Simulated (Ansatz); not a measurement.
System: bcc W. Method: PBEsol+SOC (PAW; Ansatz, a program for electronic structure).

Numerical settings: plane-wave cutoff 520 eV, 28×28×28 k mesh, Fermi–Dirac smearing 0.09 eV (set by the program), PAW data made under PBE.

Computed at the level's own relaxed cell.

Elastic tensor (GPa, Voigt notation, ions relaxed):

```
  532.6   213.9   213.9     0.0     0.0     0.0
  213.9   532.6   213.9     0.0     0.0     0.0
  213.9   213.9   532.6     0.0     0.0     0.0
    0.0     0.0     0.0   151.2     0.0     0.0
    0.0     0.0     0.0     0.0   151.2     0.0
    0.0     0.0     0.0     0.0     0.0   151.2
```

Problem. Work out the Voigt, Reuss and Hill averages of the bulk and shear moduli, Young's modulus and Poisson's ratio from the printed constants.

Solution. K_V = [C11 + C22 + C33 + 2(C12 + C13 + C23)]/9 = [1597.8 + 2 × 641.7]/9 = 320.1 GPa. G_V = [1597.8 − 641.7 + 3 × 453.6]/15 = 154.5 GPa. From the compliances S = C⁻¹, K_R = 320.1 and G_R = 154.4 GPa. Hill means: K = 320.1, G = 154.4 GPa. E = 9KG/(3K + G) = 399 GPa, ν = (3K − 2G)/(6K + 2G) = 0.29, K/G = 2.07.

Measured, for comparison: elastic constant C11 533 GPa, elastic constant C12 205 GPa, elastic constant C44 163 GPa (0 K, extrapolated to 0 K; zero-point effects included; as tabulated in Wang et al. (2022), arXiv:2209.12322). Computed (rounded) less measured: elastic constant C11 0.0 %, elastic constant C12 +4 %, elastic constant C44 -7 %.

Note: shear constants of such metals converge slowly with the k mesh.

Computed values are for the static lattice.
